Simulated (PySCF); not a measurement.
MgF⁻ from Hartree–Fock to correlated methods

State: ¹Σ⁺ (singlet), closed shell. Set-up: PySCF, spin-free X2C with a Gaussian nucleus, basis sets Mg aug-cc-pVDZ-DK, F aug-cc-pVDZ-DK. De refers to Mg + F⁻ in their ground configurations, without counterpoise correction. A positive dipole points towards F; it is taken about the centre of mass and depends on that origin.

```csv
Level,Re (Å),ωe (cm⁻¹),De (eV),μ (D),"CPU s a point (SCF and correlation, without the integrals)"
RHF,1.816,609,n/a,3.99,0.04
RHF-MP2,1.856,553,2.45,n/a,0.06
RHF-SCS-MP2,1.854,554,2.43,n/a,n/a
RHF-CCSD,1.847,564,n/a,n/a,n/a
RHF-CCSD(T),1.851,558,n/a,n/a,1.2
PBE,1.867,529,2.39,3.04,0.27
revPBE,1.880,516,2.29,3.12,0.19
r²SCAN,1.839,570,2.63,3.46,0.35
PBE0,1.843,560,2.50,3.25,0.55
M06,1.843,556,2.51,3.12,0.39
MN15,1.845,556,2.52,3.64,0.47
LC-ωPBE,1.850,554,2.46,3.49,0.41
```

The bond length runs from 1.816 Å (RHF) to 1.880 Å (revPBE). De spans 2.29 eV (revPBE, GGA) to 2.63 eV (r²SCAN, meta-GGA).

Correlated steps freeze 2 core orbitals. Correlated levels converge slowly with the basis: in double zeta they bind strong bonds too weakly, by up to about 1 eV, and carry superposition errors of some tenths. For an ion De counts to the pair picked by the measured ionisation energies or electron affinities, which need not be the lowest pair at this level. The highest Kohn–Sham level is positive in this anion. Much of that is self-interaction error, but it also means that the finite basis helps to hold the extra electron.

The whole job (state search and all levels along the bond) took about 0.87 min on 1 thread of Intel Xeon 6975P-C (shared host), peak memory 0.57 GiB.
